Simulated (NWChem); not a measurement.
Extrapolating the CCSD(T) correlation energy of Li$_{2}$

```
Li
Li 1 2.7871
```
Charge 0, spin multiplicity 1.

Program: NWChem. All single points use one geometry, from PBE0/def2-SVP, a minimum by its harmonic frequencies.

The correlated methods freeze no orbitals. The structure started from a generated list of species. Coupled-cluster values serve here as a point of comparison, not as the truth.

Worked example. The CCSD(T) correlation energy is -58.96 mHa in cc-pVTZ and -68.57 mHa in cc-pVQZ. The form E(X) = E∞ + A/X³ turns the pair into an estimate of the basis-set limit.

E∞ = (4³·(-68.57) − 3³·(-58.96))/(4³ − 3³) = -75.6 mHa. The larger basis holds 91 % of that, at about 10 times the processor time of the smaller one. This is a two-point estimate.
